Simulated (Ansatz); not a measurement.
Scan of HAlP, quartet

Starting geometry (PBE0/def2-TZVP stationary point for this spin, not checked as a minimum):

```yaml
atoms:
  - { symbol: Al, position_ang: [0.0000, -0.1077, 1.2377] }
  - { symbol: P, position_ang: [0.0000, 0.0510, -1.1432] }
  - { symbol: H, position_ang: [0.0000, 1.3154, 1.9991] }
```

From there all distances are scaled together; atoms are numbered as listed. Energies are in kJ/mol, counted from the starting geometry at the same level. Kohn–Sham curves are unrestricted where that lies lower.

Basis 6-31G; Ansatz 0.2.0. Only valence electrons are correlated (noble-gas cores frozen). R marks a restricted (for open shells ROHF) determinant. Active spaces: valence = (9e, 9o) chosen from the atoms' valence shells.

Unrestricted Kohn–Sham rows aren't spin-pure: their determinants' ⟨S²⟩ exceeds S(S+1) by up to 0.83, so they mix in states of higher spin. For open shells CISD is restricted-active-space CI with the open shells as a complete middle space. Runs in a small pair space aren't shown, since their orbitals change along the scan. A value is left out where its run failed or describes another state than the reference as far as symmetry and spin tell, or, spin-broken singlets apart, can't be checked.

Full CI is exact within this basis and frozen core; it isn't the basis-set limit.

```csv
scale of all distances,full CI,curve A,curve B,curve C,curve D
0.865,154.8,152.4,147.6,137.2,154.8
1.000,0.0,0.0,0.0,0.0,0.0
1.125,0.8,5.1,12.8,16.5,0.9
1.300,53.9,61.0,80.0,97.0,54.3
1.484,103.7,108.4,128.0,175.6,103.7
1.775,170.1,179.5,209.1,270.9,169.2
1.967,204.5,219.8,258.2,310.7,203.4
2.360,246.1,–,–,349.3,244.7
```

(1) The curves come from CISD, MRCISD (valence space), PBE0, RMP2. Compare each with full CI and say which is which.

In so small a basis the reference is far from its limit while semilocal and hybrid functionals are nearer theirs, so the functionals' errors here hold much of the reference's basis and frozen-core error, which can add to them or hide them. The set has no polarisation functions, which weighs most on the reference.

Answers

(1) A: CISD, B: RMP2, C: PBE0, D: MRCISD (valence space). Spread of the error against full CI, over the points where both stand: A 17.7, B 60.9, C 123.8, D 1.8 kJ/mol. PBE0 at 2.360 lies 103.2 kJ/mol (42 %) above the reference in this basis.
